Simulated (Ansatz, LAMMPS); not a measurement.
Dielectric constant ε0 (ions relaxed) along a series of related solids, from the ionic model catlow1977 (core-shell, Buckingham in plain form; LAMMPS); the ionic model joung2008 (rigid unit charges, Lennard-Jones; LAMMPS); r²SCAN in Ansatz (plane waves, PAW).

```
solid          ionic model catlow1977  ionic model joung2008  r²SCAN  measured
-------------  ----------------------  ---------------------  ------  --------
rock-salt KF                     5.06                   2.23    5.45         –
rock-salt KCl                    4.45                   2.26    4.73     4.82‡
rock-salt KBr                    4.82                   2.24    4.81     4.88‡
rock-salt KI                     4.96                   2.26    5.00      5.1‡
```

r²SCAN less measured, from the printed values: rock-salt KCl -1.9 %, rock-salt KBr -1.4 %, rock-salt KI -2.0 %.

Members of the series are missing where a level wasn't run or failed, where a doubt is noted on the run or the magnetic state, for phases of high temperature or layered ones, and where values are held back for tests.

Spin–orbit coupling is left out, also for the solids with elements from indium on (rock-salt KI); its size isn't shown.

Each level is taken at its own relaxed cell. Ansatz's density-functional and Hartree–Fock values are scalar-relativistic unless marked +SOC, with PAW data made under PBE.

Measured values are for low temperature or corrected to a static lattice; ‡ marks uncorrected values at room or unstated temperature. References as tabulated in Andeen et al. (1970), doi:10.1103/physrevb.2.5068; Stupka (2014), arXiv:1601.08107.

Empirical potentials (ionic model catlow1977, ionic model joung2008) are fitted to chosen data: where that held the value shown, agreement is built in, and what lay outside the fit can be far off.

Ansatz is a quantum-chemistry and plane-wave program.
